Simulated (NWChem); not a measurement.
# SiH2SO (SMILES O[Si]S): BP86/jun-cc-pV(D+d)Z

Aim: the vertical ionisation energy of SiH2SO at BP86/jun-cc-pV(D+d)Z, from 2 runs. 

Program for the calculation: NWChem 7.3.0.

10 further runs of the same task are left out: 10 set aside as unsound or not needed.

**1. Starting point**

The species is SiH2SO (5 atoms), meant as a singlet with charge 0. As SMILES, `O[Si]S`. The shape is that of a PBE0-D4/def2-TZVP optimisation. This is one conformer, not always the lowest.

Bond lengths: O1–Si2 1.646 Å, Si2–S3 2.176 Å, O1–H4 0.960 Å, S3–H5 1.346 Å. Angles: O1–Si2–S3 104.3°, Si2–O1–H4 123.1°, Si2–S3–H5 99.8°.

**2. The energy at BP86/jun-cc-pV(D+d)Z**

Contents of nw.nw:

```
echo
start nw
title "H2OSSi"
memory 2200 mb
geometry units atomic noautosym nocenter noautoz
 O     -2.25765580    -1.24514054    -0.61567277
 Si    -1.80808996     1.79769646    -0.15023323
 S      2.20663320     2.11384764     0.68086832
 H     -0.92483197    -2.47195074    -0.50493482
 H      2.87805289    -0.33353666     0.51154886
end
basis "ao basis" spherical bse
 O library "jun-cc-pV(D+d)Z"
 Si library "jun-cc-pV(D+d)Z"
 S library "jun-cc-pV(D+d)Z"
 H library "jun-cc-pV(D+d)Z"
end
dft
 xc becke88 perdew86
 grid fine
 convergence energy 1e-08
 iterations 100
 mulliken
 print low
end
task dft
```

Run with:

```bash
nwchem nw.nw > nw.out
```

What it wrote:

```text
[...]
 d= 0,ls=0.0,diis     1   -764.1648896783 -8.98D+02  1.70D-02  6.55D-01     2.5
[...]
 d= 0,ls=0.0,diis    11   -764.2390851581 -4.44D-09  8.03D-07  3.39D-09    18.0
         Total DFT energy =     -764.239085158131
      One electron energy =    -1322.418483442675
           Coulomb energy =      480.227362059265
    Exchange-Corr. energy =      -55.979545615387
 Nuclear repulsion energy =      133.931581840666
[...]
      Total Density - Mulliken Population Analysis
     ---------------------------------------------
    Atom       Charge   Shell Charges
 -----------   ------   -------------------------------------------------------
    1 O    8     8.34   2.01  0.84  0.87 -0.00  2.87  1.62  0.12  0.01
    2 Si  14    13.84   2.00  2.04  0.95  0.89  0.12  6.01  1.07  0.47 -0.01  0.01  0.27
    3 S   16    16.15   2.00  2.04  0.95  0.85 -0.02  6.01  2.38  1.85  0.04  0.00  0.05
    4 H    1     0.76   0.68 -0.00  0.08
    5 H    1     0.92   0.71  0.18  0.03
[...]
```

It took 19 s on 1 thread of AMD EPYC 9R45 (Zen 5), shared host; peak memory 0.11 GiB.

**3. The doublet cation**

Contents of h2ossi.nw:

```
start h2ossi
title "H2OSSi"
memory 2200 mb
charge 1

geometry units angstroms noautosym nocenter noautoz
  O    -1.194700   -0.658900   -0.325800
  Si   -0.956800    0.951300   -0.079500
  S     1.167700    1.118600    0.360300
  H    -0.489400   -1.308100   -0.267200
  H     1.523000   -0.176500    0.270700
end

basis "ao basis" spherical bse
  * library "jun-cc-pV(D+d)Z"
end

dft
  xc becke88 perdew86
  mult 2
  grid fine
  convergence energy 1e-08
  maxiter 100
  mulliken
  print low
end

task dft energy
```

Run with:

```bash
nwchem h2ossi.nw > h2ossi.out
```

What it wrote:

```text
[...]
 d= 0,ls=0.0,diis     1   -763.6869993775 -8.98D+02  1.44D-02  5.18D-01     2.7
[...]
 d= 0,ls=0.5,diis    61   -763.8940195095 -7.82D-09  4.72D-08  1.17D-08   113.3
[...]
         Total DFT energy =     -763.894019515793
      One electron energy =    -1312.184966494028
           Coulomb energy =      470.042915441749
    Exchange-Corr. energy =      -55.683559937358
 Nuclear repulsion energy =      133.931591473845
[...]
      Total Density - Mulliken Population Analysis
     ---------------------------------------------
    Atom       Charge   Shell Charges
 -----------   ------   -------------------------------------------------------
    1 O    8     8.27   2.01  0.84  0.86  0.02  2.87  1.58  0.08  0.01
    2 Si  14    13.34   2.00  2.04  0.94  0.57  0.02  6.01  1.08  0.38 -0.01  0.01  0.29
    3 S   16    15.85   2.00  2.04  0.99  0.84 -0.03  6.01  2.32  1.64 -0.02  0.00  0.05
    4 H    1     0.70   0.65 -0.03  0.08
    5 H    1     0.84   0.69  0.12  0.03
[...]
      <S2> =      0.7546 (Exact =     0.7500)
[...]
```

Run time: 1.9 min. Hardware: 1 thread of AMD EPYC 9R45 (Zen 5), shared host; peak memory 0.12 GiB.

**4. Summary of results**

Level: BP86/jun-cc-pV(D+d)Z.

| quantity | value |
| --- | --- |
| singlet SiH2SO: total energy | -764.23909 Eh |
| doublet cation: total energy | -763.89402 Eh |
| doublet cation: ⟨S²⟩ | 0.755 |
| vertical ionisation energy (to the doublet cation) | 9.390 eV |

The vertical ionisation energy comes to 9.39 eV (906 kJ/mol). Mulliken charges (singlet SiH2SO) run from -0.34 on O1 to +0.24 on H4; they depend strongly on the basis. Mulliken charges (doublet cation) run from -0.27 on O1 to +0.66 on Si2.
